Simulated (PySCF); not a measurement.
Gas-phase reaction: 6 SiH2F ⇌ 4 SiHF + 2 HF + Si2H6

Computed with PySCF and rigid-rotor harmonic-oscillator thermochemistry at 1 bar. † marks an energy on the PBE0/def2-TZVP geometry and frequencies; other levels use their own. CCSD(T) freezes the core. 6-31G* has spherical d functions here. Open shells (unrestricted): SiH2F (multiplicity 2); the rest are closed-shell singlets. B3LYP is the form with VWN-RPA correlation. SiH2F, SiHF: computed as isolated molecules; such fragments, hydroxides, amides, oligomers or adducts are transient or little studied in the gas. CCSD(T) isn't extrapolated to the basis-set limit; its ΔH°(298 K) is -25.2 kJ in def2-SVP and -3.9 kJ in def2-TZVPP. The harmonic model lacks anharmonicity and excited electronic states, which grow with temperature; levels with a mode under 35 cm⁻¹ are left out. Internal rotation in Si2H6 is treated as a harmonic vibration of one conformer, which makes the entropy rough.

```json
[
 {"level": "B3LYP/6-31G*", "ΔE electronic, kJ": "82", "ΔH°(298 K), kJ": "79", "ΔS°(298 K), J/K": "79", "ΔG°(1400 K), kJ": "-42"},
 {"level": "CCSD(T)/def2-SVP†", "ΔE electronic, kJ": "-25", "ΔH°(298 K), kJ": "-25", "ΔS°(298 K), J/K": "78", "ΔG°(1400 K), kJ": "-145"},
 {"level": "HF/def2-TZVP†", "ΔE electronic, kJ": "284", "ΔH°(298 K), kJ": "284", "ΔS°(298 K), J/K": "78", "ΔG°(1400 K), kJ": "164"},
 {"level": "PBE/def2-SVP", "ΔE electronic, kJ": "48", "ΔH°(298 K), kJ": "48", "ΔS°(298 K), J/K": "78", "ΔG°(1400 K), kJ": "-71"},
 {"level": "PBE0/def2-TZVP", "ΔE electronic, kJ": "87", "ΔH°(298 K), kJ": "86", "ΔS°(298 K), J/K": "78", "ΔG°(1400 K), kJ": "-34"}
]
```
ΔH° is lowest at CCSD(T)/def2-SVP† and highest at HF/def2-TZVP†. No reference value is set beside these.
